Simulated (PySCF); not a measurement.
PySCF input (BP86/6-31G* (5d)):

```python
from pyscf import gto, dft

mol = gto.M(
    atom='''
    N    -0.00536348    0.01082114    1.24195927
    C     0.00924693    1.06740937    0.41510040
    C    -0.01291185   -1.06001520    0.43354086
    C     0.01130691    0.67035162   -0.98668825
    C    -0.00283558   -0.68744301   -0.97491892
    H     0.01804177    2.07833538    0.79979338
    H    -0.02510476   -2.06408540    0.83569978
    H     0.02192854    1.33244179   -1.83739377
    H    -0.00615967   -1.36425639   -1.81401885
    ''',
    basis='6-31g*',
    charge=0,
    spin=1,
    verbose=4,
)

mf = dft.UKS(mol, xc='bp86')
mf.grids.level = 3
mf.conv_tol = 1e-9
mf.max_cycle = 100
mf.max_memory = 1500
mf.kernel()
if not mf.converged:
    mf = mf.newton()
    mf.kernel(mf.make_rdm1())
mo, _, stable, _ = mf.stability(return_status=True)
if not stable:
    mf.kernel(mf.make_rdm1(mo, mf.mo_occ))
    stable = mf.stability(return_status=True)[2]
mf.dip_moment()
```

Task: What final total energy does it give?

Result: -209.50196 Eh.
